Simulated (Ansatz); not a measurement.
SiH4O (Si(OH)H3): the energy, rung by rung

SiH4O has 6 atoms, charge 0, and is taken as a singlet. As SMILES, `[H][Si]([H])([H])O`. Geometry: relaxed at GFN2-xTB.

```xyz
6

Si   -0.0599   -0.1150   -0.4079
O    -0.0595   -0.0919    1.2171
H     0.3273    0.6209    1.7173
H     1.3132   -0.1128   -0.9169
H    -0.7604    1.0584   -0.9332
H    -0.7606   -1.3597   -0.6764
```

Quantity: the energy change with the Si1–O2 bond stretched from 1.625 to 2.031 Å, in eV. The values are calculated.

```
                      level                    kind  program  value (eV)  less FCI/STO-3G  CPU time (all runs)
  SVWN5/STO-3G (restricted)                     LDA   Ansatz        1.20            +0.12                1.2 s
    PBE/STO-3G (restricted)                     GGA   Ansatz        1.00            -0.08                1.7 s
  B3LYP/STO-3G (restricted)           global hybrid   Ansatz        1.14            +0.06                1.7 s
  wB97X/STO-3G (restricted)  range-separated hybrid   Ansatz        1.23            +0.15                7.5 s
 B2PLYP/STO-3G (restricted)           double hybrid   Ansatz        1.23            +0.15                3.3 s
RPA@PBE/STO-3G (restricted)                     RPA   Ansatz        0.89            -0.19                3.1 s
CCSD(T)/STO-3G (restricted)   coupled cluster or CI   Ansatz        1.09            +0.01                0.3 s
                 FCI/STO-3G      exact in the basis   Ansatz        1.08             0.00                6.4 s
```

FCI/STO-3G is exact within its basis and frozen core, so for wave-function methods in that basis the difference is their error; functionals converge differently with the basis, so for them it is only a difference. The first shape isn't each level's own minimum. The values span 0.89 to 1.23 eV. All rows use very small basis sets, so even the best lies far from the true value. Times are those of the runs behind each value, whatever else they computed, on shared processors of several kinds: orders of magnitude only.
